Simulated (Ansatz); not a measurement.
# AlMgH2⁺ (H-bridged), triplet: reading a ladder of total energies

Geometry: that of the AlMgH2 (H-bridged), quartet, kept fixed.

```xyz
4

Al    0.0000    0.0562    1.2209
Mg    0.0000   -0.0014   -1.4713
H     0.0000   -0.3272    2.7591
H     0.0000   -1.1428    0.0371
```

Basis 6-31G; Ansatz 0.2.0. Only valence electrons are correlated (noble-gas cores frozen), which leaves 6 electrons in 20 orbitals. R marks a restricted (for open shells ROHF) determinant, U an unrestricted one. The metal's outer-core shells are frozen, which leaves out core–valence correlation.

Full CI is exact within this basis and frozen core; it isn't the basis-set limit. The frozen core follows each run's orbitals, which can shift R against U totals by a few meV.

Runs differ by some tens of microhartree through their thresholds and, for an open shell, their frozen cores, so steps under 0.1 kcal/mol mean nothing.

```
    level  total energy (hartree)
      UHF             -442.343376
     UMP2             -442.377518
    UCCSD             -442.393842
 UCCSD(T)             -442.394659
   UCCSDT             -442.395121
UCCSDT(Q)             -442.395146
  UCCSDTQ             -442.395154
  full CI             -442.395117
```

Question: What is the correlation energy at full CI, and what share of it do UMP2 and UCCSD recover?

Answer: E(corr) = -442.395117 − (-442.343376) = -0.051741 hartree = -1.408 eV. UMP2: -0.034142 / -0.051741 = 65.99 %. UCCSD: -0.050466 / -0.051741 = 97.54 %.

Question: By how many kcal/mol does UCCSD(T) miss full CI (1 hartree = 627.509 kcal/mol), and which steps make up the rest?

Answer: -442.394659 − (-442.395117) = 0.000458 hartree = 0.29 kcal/mol. Steps: UCCSDT − UCCSD(T) = -0.29, UCCSDT(Q) − UCCSDT = -0.02, UCCSDTQ − UCCSDT(Q) = -0.01, full CI − UCCSDTQ = 0.02 kcal/mol. That is within 1 kcal/mol of the reference in this basis, which itself misses far more of the correlation at the basis-set limit.
